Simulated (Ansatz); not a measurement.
Reaction (SMILES): C=O (CH2-O) → [CH]=O (CH-O) + H atom
B3LYP-D3(BJ)/def2-TZVP geometries, fixed; electronic energies without zero-point terms.
Largest species:
```xyz
4

O     -0.0009    -0.0102     0.6728
C      0.0007     0.0079    -0.5259
H     -0.0027     0.9554    -1.0993
H      0.0057    -0.9218    -1.1276
```

The bond dissociation energy at CCSD(T) with Ansatz (a quantum-chemistry and plane-wave program), in kcal/mol, split into its Hartree-Fock and correlation parts. Cores are frozen. Open shells are unrestricted. No added dispersion term, no relativity. Functions are those of the species that has most.

```json
[
 {"basis": "cc-pVDZ", "X": "2", "functions": "38", "Hartree-Fock": "74.16", "CCSD(T)": "90.00"},
 {"basis": "cc-pVTZ", "X": "3", "functions": "88", "Hartree-Fock": "74.92", "CCSD(T)": "94.10"},
 {"basis": "cc-pVQZ", "X": "4", "functions": "170", "Hartree-Fock": "74.90", "CCSD(T)": "94.87"}
]
```

Worked estimate of the basis-set limit from each neighbouring pair, with Hartree-Fock from the larger set and the correlation part extrapolated as X^-3.
Correlation parts: X = 2: 15.84, X = 3: 19.18, X = 4: 19.97.
- (2,3): (27·(19.18) - 8·(15.84))/19 = 20.59; with Hartree-Fock 74.92 the estimate is 95.51 kcal/mol.
- (3,4): (64·(19.97) - 27·(19.18))/37 = 20.55; with Hartree-Fock 74.90 the estimate is 95.45 kcal/mol.
The last two estimates differ by 0.06 kcal/mol; the largest set lies 0.58 from the last. Over the last step Hartree-Fock moves by -0.02 and the correlation part by 0.79.
